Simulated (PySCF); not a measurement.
Cl₄Si, SMILES [Si](Cl)(Cl)(Cl)Cl (connectivity only; charge and spin as stated), charge -1, multiplicity 2.

Geometry: PBE0-D3(BJ)/def2-SVPD. The multiplicity is an assumed one; other spin states were not compared. The isomer is the one that the SMILES or the coordinates give; other isomers of the formula were not compared.

Level of theory: r2SCAN/def2-SVPD in PySCF.

Isolated molecule, no solvent.

```yaml
total_energy: -2129.76211 hartree
point_group: C2v
"α spin, highest occupied and lowest empty level": -0.55 and 3.14 eV
"β spin, highest occupied and lowest empty level": -3.20 and 1.20 eV
dipole_moment_about_the_centre_of_nuclear_charge: 0.63 D
mean_static_polarisability: 104.1 bohr³ (15.43 Å³)
polarisability_principal_values: 88.3, 97.2, 126.8 bohr³
"⟨S²⟩": 0.755 (pure state 0.75)
```
